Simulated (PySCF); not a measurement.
One molecule, one basis, several functionals.

CH8Si2.
SMILES: `C[SiH2][SiH3]`

PySCF, def2-SVPD basis, density fitting, gas phase, PBE0-D3(BJ)/def2-SVP geometry; singlet excitations by full TDDFT with frozen cores, triplets by Tamm–Dancoff TDDFT and ionisation energies by ΔSCF, from the lowest of the holes tried. One functional is left out:

| functional | exact exchange (%) | HOMO energy (eV) | LUMO energy (eV) | lowest singlet excitation (eV) | lowest triplet excitation (eV) | dipole moment (D) | mean polarisability (au) | vertical ionisation energy (eV) |
| --- | --- | --- | --- | --- | --- | --- | --- | --- |
| LDA | 0 | -6.97 | -0.79 | 6.45 | 5.95 | 0.916 | 78.8 | 9.95 |
| PBE | 0 | -6.92 | -0.65 | 6.52 | 5.90 | 0.915 | 76.7 | 9.85 |
| PBE0 | 25 | -8.04 | 0.11 | 6.98 | 6.17 | 0.891 | 74.0 | 10.04 |
| BHandHLYP | 50 | -9.07 | 0.79 | 7.29 | 6.46 | 0.837 | 71.7 | 10.11 |

Q: Predict the row of B3LYP (20 % exact exchange) by straight lines through the other rows, and check it.

A: 
| property | line | computed | computed − line | PBE0 (25 %), for comparison |
| --- | --- | --- | --- | --- |
| HOMO energy (eV) | -7.80 | -7.84 | -0.04 | -8.04 |
| LUMO energy (eV) | -0.10 | -0.10 | 0.00 | 0.11 |
| lowest singlet excitation (eV) | 6.83 | 6.86 | +0.03 | 6.98 |
| lowest triplet excitation (eV) | 6.13 | 6.21 | +0.08 | 6.17 |
| dipole moment (D) | 0.888 | 0.866 | -0.022 | 0.891 |
| mean polarisability (au) | 75.1 | 74.4 | -0.7 | 74.0 |
| vertical ionisation energy (eV) | 9.99 | 10.07 | +0.08 | 10.04 |

Q: Which of these properties follows the share of exact exchange most closely, and which least?

A: Most closely the HOMO energy, least the vertical ionisation energy; the correlations over the tabulated rows are HOMO energy -1.000, lowest triplet excitation 0.996, LUMO energy 0.996, lowest singlet excitation 0.991, dipole moment -0.981, mean polarisability -0.954, vertical ionisation energy 0.919. The HOMO energy moves by -0.426 eV for every 10 %. Functionals with the same share still differ in their other parts: at 0 % LDA and PBE differ by 0.05 eV in it.
